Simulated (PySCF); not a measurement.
C₃H₆O.
SMILES: `C(=C)CO`

Torsions of this conformer, `[CH2:1]=[CH:2][CH2:3][OH:4]`: C1–C2–C3–O4 -126°, H–O4–C3–C2 58°.

The closed-shell ground state was solved at several levels (PySCF, density fitting, gas phase, non-relativistic). One conformer (not necessarily the lowest) at the PBE0-D3(BJ)/def2-SVP geometry, without solvent, vibrations or thermal averaging.

```csv
level,basis functions,total energy (Eh),HOMO (eV),LUMO (eV),gap (eV),dipole (D)
B97-D/pcSseg-2,228,-193.0645,-6.32,-1.10,5.22,1.42
BHandHLYP/def2-SVPD,131,-192.8721,-8.82,0.85,9.67,1.67
PBE/def2-SVPD,131,-192.7472,-6.36,-1.21,5.15,1.47
CAM-B3LYP/def2-SVPD,131,-192.8936,-9.13,0.90,10.03,1.64
wB97X-D/def2-SVPD,131,-192.9249,-9.63,1.65,11.28,1.61
CAM-B3LYP/pcSseg-2,228,-193.1059,-9.09,0.88,9.97,1.59
PBE0/STO-3G,26,-190.4192,-4.26,3.32,7.58,1.23
```

Q: What might PBE0/def2-SVPD (131 basis functions) give for the same quantities?

A: Total energy -192.7634 Eh, HOMO -7.74 eV, LUMO -0.17 eV, gap 7.57 eV, dipole 1.57 D.

Q: Over all these levels, which gives the widest orbital gap and which the narrowest?

A: wB97X-D/def2-SVPD (range-separated hybrid) has the widest, 11.28 eV, and PBE/def2-SVPD (GGA) the narrowest, 5.15 eV. The two share the basis. From the narrowest to the widest the HOMO moves by -3.27 eV and the LUMO by +2.86 eV.

Q: In the def2-SVPD basis, how does the gap go with the fixed share of exact exchange?

A: PBE (0 %) 5.15 eV; PBE0 (25 %) 7.57 eV; BHandHLYP (50 %) 9.67 eV. Each rise in the share widens the gap here.

Q: How far do the dipole and the HOMO energy spread over the levels?

A: The dipole runs from 1.23 to 1.67 D (mean 1.52 D) and the HOMO from -9.63 to -4.26 eV.

Note: B97-D and wB97X-D ran without an empirical dispersion term, which enters the total energy and its gradient alone.
